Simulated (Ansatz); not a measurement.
Name a neutral molecule of C, N, O and H with size of the dipole moment (B3LYP/def2-TZVPP) between 3.15 and 3.45 D and HOMO energy (PBE0/def2-TZVPP) between -7.35 and -7.05 eV (Ansatz, PBE0-D4/def2-TZVP geometry).

`NC(=O)CO` (3.19 D, -7.20 eV); `NCOCO` (3.16 D, -7.31 eV). Other molecules can fit too; these were computed, each in one conformer that needn't be the lowest.

B3LYP here is the variant with VWN-RPA as its local correlation; programs differ in this.
